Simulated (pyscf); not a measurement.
O=CrH(=O)–OH (SMILES [O]=[CrH](=[O])[OH]) + H₂O (SMILES O) → O=Cr(=O)(OH)–OH (SMILES [O]=[Cr](=[O])([OH])[OH]) + H₂ (SMILES [H][H]), a four-centre exchange (singlet surface; Cr–H, H–O broken, Cr–O, H–H formed). Single points on ωB97X-D3(BJ)/def2-SVP structures (PySCF, gas phase). Energies in kJ/mol from the separated reactants.

Small-basis levels: PySCF, no dispersion term, spherical d functions. 

Q: In single points HF/STO-3G puts the saddle at 211.9 kJ/mol and the reaction energy at -124.4 kJ/mol. Should these be trusted to within a few kcal/mol? Compare with ωB97M-D3(BJ)/def2-TZVP.

A: ωB97M-D3(BJ)/def2-TZVP gives ΔE‡ = 143.6 kJ/mol and ΔE = -29.2 kJ/mol. HF/STO-3G lies 68.3 kJ/mol over it in the barrier and 95.2 kJ/mol under it in the reaction energy, so on this step it does not hold to within 12.6 kJ/mol. ωB97M-D3(BJ)/def2-TZVP has limits of its own. At the saddle there is also a short Cr–H contact that neither side keeps. One saddle was located; it need not be the lowest between these sides.
